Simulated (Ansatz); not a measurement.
A made-up structure of CH5AlN, doublet:

```
atom    x (Å)    y (Å)    z (Å)
  C1  -0.8091   0.8409  -0.4553
 Al2   0.7682  -0.2073   0.0018
  N3   0.6569  -1.4596   1.2535
  H4  -0.6475   1.8999  -0.2308
  H5  -1.7011   0.5125   0.0820
  H6  -1.0161   0.7750  -1.5285
  H7  -0.5313   0.5100   0.5126
  H8   0.5235  -2.4447   1.4307
```

It is relaxed with PBE-D4/def2-SVP and then PBE0-D4/def2-TZVP (Ansatz 0.2.0). Atoms count as bonded within 1.22 times the sum of their covalent radii (H–H: 0.88 Å). The end point is not checked to be a true minimum.

Does its bonding change? (Judge from chemistry; the calculation decides.)

Computed: Yes. Formed: none; broken: C1–Al2, Al2–H7.

Where it ends: The first stage lowers the energy by 3.22 eV in 20 steps. It ends as a complex of AlNH ([NH][Al]) + CH₄:
```
8
angstrom
C -1.1876 1.0062 -0.3396
Al 1.5299 -0.6356 -0.0420
N 0.6780 -1.5951 1.1271
H -0.5224 1.8335 -0.0894
H -2.2207 1.3303 -0.2078
H -1.0387 0.7152 -1.3802
H -1.0108 0.1564 0.3263
H 1.0156 -2.3843 1.6714
```

Labels in which every atom is bracketed show which atoms are joined, not bond orders.

For scale, one of the runs: PBE0-D4/def2-TZVP relaxation, 129 basis functions, launched by `ansatz run in.yaml --threads 2 --pin off --events-out ev --progress --plain --max-ram 4352MiB`. The run took about 2.5 min on 2 CPU threads of an AMD EPYC 7571 (shared host).
